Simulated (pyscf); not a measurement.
Thermochemistry of product channels of F–SiH₃ (SMILES F[SiH3]) + H• (SMILES [H]) on the doublet surface, in kcal/mol, from ωB97M-D3(BJ)/def2-TZVP energies (ideal gas, 1 atm, RRHO with modes under 100 cm⁻¹ raised to 100, one conformer, R ln 2 for rigid chiral ones). Single points on ωB97X-D3(BJ)/def2-SVP structures (PySCF, gas phase).

| products | ΔE | ΔH(298 K) | ΔG(298 K) | ΔG(900 K) |
|---|---|---|---|---|
| F–SiH₂• (SMILES F[SiH2]) + H₂ (SMILES [H][H]) | -9.0 | -8.4 | -10.4 | -14.4 |
| SiH₃• (SMILES [SiH3]) + HF (SMILES F) | +14.8 | +17.2 | +14.5 | +9.6 |

These are energies of the channels, which say nothing of barriers.
